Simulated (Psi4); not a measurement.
# B3LYP/6-31G(d) (Cartesian functions) run of C2H3Cl2F (1,1-dichloro-1-fluoroethane)

What is the energy change on altering one bond length of C2H3Cl2F (1,1-dichloro-1-fluoroethane) at B3LYP/6-31G* (Cartesian functions)? 

The calculation is run with Psi4 1.11.

1 further run of the same task is left out (set aside as unsound or not needed).

### 1 Starting point

C2H3Cl2F has 8 atoms, charge 0, and is taken as a singlet. SMILES: `CC(F)(Cl)Cl`. The coordinates come from a PBE0-D4/def2-TZVP relaxation.

Bond lengths: C1–C2 1.502 Å, C2–F3 1.348 Å, C2–Cl4 1.776 Å, C2–Cl5 1.776 Å, C1–H6 1.091 Å, C1–H7 1.091 Å, C1–H8 1.088 Å. Some angles: C1–C2–F3 110.1°, C1–C2–Cl4 111.1°, C1–C2–Cl5 111.1°, F3–C2–Cl4 107.6°, F3–C2–Cl5 107.6°, Cl4–C2–Cl5 109.3°, C2–C1–H6 108.9°, C2–C1–H7 108.9°, C2–C1–H8 110.1°, H6–C1–H7 109.8°.

### 2 Energy and forces at B3LYP/6-31G(d) (Cartesian functions)

Contents of run.py:

```python
import psi4

psi4.set_memory('1600 MB')
psi4.set_num_threads(1)
psi4.core.set_output_file('c2h3cl2f.out', False)

mol = psi4.geometry("""
0 1
C     -0.133500    -0.505900     0.646300
C      0.199400     0.391300    -0.511300
F      1.523600     0.643200    -0.537400
Cl    -0.232400    -0.372700    -2.055900
Cl    -0.641100     1.950200    -0.373000
H      0.163400    -0.011800     1.572000
H      0.414900    -1.442000     0.535900
H     -1.202100    -0.709300     0.667600
symmetry c1
no_reorient
no_com
""")

options = {'basis': '6-31G*', 'reference': 'rks', 'puream': False, 'e_convergence': 1e-09, 'd_convergence': 1e-08, 'scf_type': 'pk', 'dft_radial_points': 99, 'dft_spherical_points': 590}
psi4.set_options(options)

e, wfn = psi4.gradient("b3lyp", molecule=mol, return_wfn=True)
psi4.oeprop(wfn, "MULLIKEN_CHARGES", "LOWDIN_CHARGES", "WIBERG_LOWDIN_INDICES", title="B3LYP")
print('gradient / Eh bohr^-1')
print(e.np.round(6))
print(f'energy = {wfn.energy():.10f} Eh')
```

Command:

```console
$ python run.py
```

c2h3cl2f.out, cut to the lines that bear on the results:

```text
[...]
  Running in c1 symmetry.
[...]
  Nuclear repulsion =  300.005224811808034
[...]
  Multiplicity = 1
[...]
  Nalpha       = 29
  Nbeta        = 29
[...]
    Number of basis functions: 89
[...]
   @RKS iter   1: -1098.09365778043571   -5.29554e-02   6.44718e-03 ADIIS/DIIS
[...]
   @RKS iter  11: -1098.24590827235056   -1.36424e-12   5.42157e-09 DIIS
[...]
    Orbital Energies [Eh]
    ---------------------
    Doubly Occupied:
       1A   -101.558462     2A   -101.558457     3A    -24.729329
       4A    -10.393497     5A    -10.215981     6A     -9.476723
       7A     -9.476709     8A     -7.240790     9A     -7.240770
      10A     -7.230563    11A     -7.230554    12A     -7.230413
      13A     -7.230407    14A     -1.253679    15A     -0.914037
      16A     -0.839783    17A     -0.768678    18A     -0.633371
      19A     -0.536136    20A     -0.525864    21A     -0.513009
      22A     -0.439164    23A     -0.432606    24A     -0.397416
      25A     -0.388900    26A     -0.346922    27A     -0.329963
      28A     -0.324831    29A     -0.311211
[...]
  @RKS Final Energy: -1098.24590827235056
   => Energetics <=
    Nuclear Repulsion Energy =            300.0052248118080342
    One-Electron Energy =               -2111.6049296176047392
    Two-Electron Energy =                 777.0111841015005893
    DFT Exchange-Correlation Energy =     -63.6573875680543608
    Empirical Dispersion Energy =           0.0000000000000000
    VV10 Nonlocal Energy =                  0.0000000000000000
    Total Energy =                      -1098.2459082723505617
[...]
 Multipole Moments:
 ------------------------------------------------------------------------------------
     Multipole            Electronic (a.u.)      Nuclear  (a.u.)        Total (a.u.)
 ------------------------------------------------------------------------------------
 L = 1.  Multiply by 2.5417464519 to convert [e a0] to [Debye]
 Dipole X            :          2.4385319           -2.5804210           -0.1418892
 Dipole Y            :        -56.7073589           56.2299347           -0.4774242
 Dipole Z            :         81.0181512          -80.3934847            0.6246665
 Magnitude           :                                                    0.7989209
[...]
  -Total Gradient:
     Atom            X                  Y                   Z
    ------   -----------------  -----------------  -----------------
       1        0.001193922828     0.002788366119    -0.003544507587
       2       -0.001844606066     0.001617947352    -0.002662327061
       3       -0.008930192127    -0.001034443456    -0.000737109110
       4        0.002850837191     0.007097853411     0.012599958270
       5        0.006416963992    -0.013134098568    -0.002043469998
       6       -0.000635353118    -0.000254935580    -0.001985897817
       7       -0.000997169276     0.001773855316    -0.000511705133
       8        0.001933640754     0.001147633751    -0.001120843846
[...]
  Mulliken Charges: (a.u.)
   Center  Symbol    Alpha    Beta     Spin     Total
       1     C     3.22653  3.22653  0.00000 -0.45305
       2     C     2.94166  2.94166  0.00000  0.11668
       3     F     4.61901  4.61901  0.00000 -0.23802
       4    CL     8.49947  8.49947  0.00000  0.00106
       5    CL     8.49945  8.49945  0.00000  0.00109
       6     H     0.40443  0.40443  0.00000  0.19113
       7     H     0.40443  0.40443  0.00000  0.19113
       8     H     0.40501  0.40501  0.00000  0.18998
   Total alpha = 29.00000, Total beta = 29.00000, Total charge = -0.00000
[...]
```

The script printed:

```text
gradient / Eh bohr^-1
[[ 0.001194  0.002788 -0.003545]
 [-0.001845  0.001618 -0.002662]
 [-0.00893  -0.001034 -0.000737]
 [ 0.002851  0.007098  0.0126  ]
 [ 0.006417 -0.013134 -0.002043]
 [-0.000635 -0.000255 -0.001986]
 [-0.000997  0.001774 -0.000512]
 [ 0.001934  0.001148 -0.001121]]
energy = -1098.2459082724 Eh
```

Run time: 15 s. Hardware: 1 thread of Intel Xeon 6975P-C (Granite Rapids), shared host; peak memory 0.82 GiB.

### 3 The distorted shape at the same level

Contents of calc.inp:

```
memory 1.6 GB

molecule system {
  0 1
  C      0.875116    -2.376610     0.480337
  C      1.208016    -1.479410    -0.677263
  F      2.532216    -1.227510    -0.703363
  Cl     0.776216    -2.243410    -2.221863
  Cl    -0.641100     1.950200    -0.373000
  H      1.172016    -1.882510     1.406037
  H      1.423516    -3.312710     0.369937
  H     -0.193484    -2.580010     0.501637
  symmetry c1
}

set globals {
  puream               false
  e_convergence        1e-09
  d_convergence        1e-08
  scf_type             pk
  dft_radial_points    99
  dft_spherical_points 590
}

e, wfn = gradient("b3lyp/6-31G*", return_wfn=True)
print_variables()
```

Command:

```console
$ psi4 -n 1 calc.inp calc.out
```

calc.out, cut to the lines that bear on the results:

```text
[...]
  Running in c1 symmetry.
[...]
  Nuclear repulsion =  236.998639948474562
[...]
  Multiplicity = 1
[...]
  Nalpha       = 29
  Nbeta        = 29
[...]
    Number of basis functions: 89
[...]
   @RKS iter   1: -1097.79764597116264   -2.25406e-01   7.36957e-03 ADIIS/DIIS
[...]
   @RKS iter  17: -1098.10585277087148   -9.54969e-12   3.21504e-09 DIIS
[...]
  @RKS Final Energy: -1098.10585277087148
   => Energetics <=
    Nuclear Repulsion Energy =            236.9986399484745618
    One-Electron Energy =               -1984.9885930155764981
    Two-Electron Energy =                 713.3777577526057030
    DFT Exchange-Correlation Energy =     -63.4936574563752316
    Empirical Dispersion Energy =           0.0000000000000000
    VV10 Nonlocal Energy =                  0.0000000000000000
    Total Energy =                      -1098.1058527708714792
[...]
 Multipole Moments:
 ------------------------------------------------------------------------------------
     Multipole            Electronic (a.u.)      Nuclear  (a.u.)        Total (a.u.)
 ------------------------------------------------------------------------------------
 L = 1.  Multiply by 2.5417464519 to convert [e a0] to [Debye]
 Dipole X            :          1.3139267           -0.2870482            1.0268785
 Dipole Y            :          2.9402139           -5.8337743           -2.8935603
 Dipole Z            :         -4.9387504            5.2084401            0.2696897
 Magnitude           :                                                    3.0821913
[...]
  -Total Gradient:
     Atom            X                  Y                   Z
    ------   -----------------  -----------------  -----------------
       1        0.017233759356    -0.025161178158    -0.011350668902
       2       -0.040620752111     0.049566451299     0.023054766233
       3        0.026790579563    -0.018444858238    -0.002694154941
       4        0.006115120117    -0.023003387441    -0.007460580929
       5       -0.007065924140     0.013362649942     0.000738323195
       6       -0.000272561325     0.000841957547    -0.003454966445
       7       -0.004266412026     0.001758465782     0.002781808601
       8        0.002076920752     0.001072613425    -0.001620432088
[...]
```

Run time: 17 s. Hardware: 1 thread of Intel Xeon 6975P-C (Granite Rapids), shared host; peak memory 0.76 GiB.

### 4 Results

At B3LYP/6-31G* (Cartesian functions):

```
                                                          quantity           value
                                         first shape: total energy  -1098.24591 Eh
                                        first shape: dipole moment          2.03 D
                                          first shape: HOMO energy        -8.47 eV
                                          first shape: LUMO energy        -0.31 eV
                                        first shape: HOMO–LUMO gap         8.15 eV
                             first shape: largest force on an atom      0.759 eV/Å
                                     distorted shape: total energy  -1098.10585 Eh
                                    distorted shape: dipole moment          7.83 D
                                      distorted shape: HOMO energy        -6.92 eV
                                      distorted shape: LUMO energy        -5.86 eV
                                    distorted shape: HOMO–LUMO gap         1.06 eV
                         distorted shape: largest force on an atom      3.502 eV/Å
energy change with the C2–Cl5 bond stretched from 1.776 to 3.908 Å        3.811 eV
```

What this shows: One bond (distorted shape) is far stretched, which a spin-restricted single reference describes badly; a broken-symmetry solution may lie lower. With the C2–Cl5 bond stretched from 1.776 to 3.908 Å the energy rises by 3.81 eV (368 kJ/mol). The first shape isn't relaxed at this level, so the change isn't measured from a minimum. A restricted reference can't describe the breaking bond well at this length. The largest force (first shape) is 0.76 eV/Å: the shape isn't a stationary point for this species at this level. Mulliken charges (first shape) run from -0.45 on C1 to +0.19 on H6; they depend strongly on the basis.
